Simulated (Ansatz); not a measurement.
This geometry of AlBFH₃ (6 atoms, charge 0, multiplicity 1) is a first-order saddle point.

Level of theory: Ansatz 0.2.0, RKS PBE-D4/def2-SVP.

```xyz
6
Properties=species:S:1:pos:R:3
B -0.879 0.433 -0.622
Al 0.780 -0.311 0.532
F 0.778 -1.937 0.986
H -1.810 -0.277 -0.954
H -0.936 1.596 -0.980
H 2.066 0.495 1.038
```

Which two structures does it join? (They come from a converged band through this point; their orientation in space is the band's.)

No bond is made or broken. The dihedral H4–B1–Al2–F3 goes from 91 to -90°. The two ends are copies of one structure, up to a mirror image or an exchange of like atoms.

Initial state:

```xyz
6
Properties=species:S:1:pos:R:3
B -0.817 0.424 -0.668
Al 0.714 -0.314 0.607
F 1.181 -1.928 0.435
H -1.999 0.386 -0.369
H -0.582 0.939 -1.749
H 1.503 0.493 1.744
```

Final state:

```xyz
6
Properties=species:S:1:pos:R:3
B -0.817 0.424 -0.668
Al 0.715 -0.313 0.606
F 1.182 -1.927 0.435
H -0.588 0.937 -1.751
H -1.998 0.384 -0.364
H 1.506 0.495 1.741
```

How far does it lie above each of them?

9.4 kJ/mol above the first and 9.4 kJ/mol above the second. This is the barrier of this one path; another mechanism may lie lower.

The run took 62 s on 1 thread of Arm Neoverse V1 (shared host), peak memory 0.1 GiB.
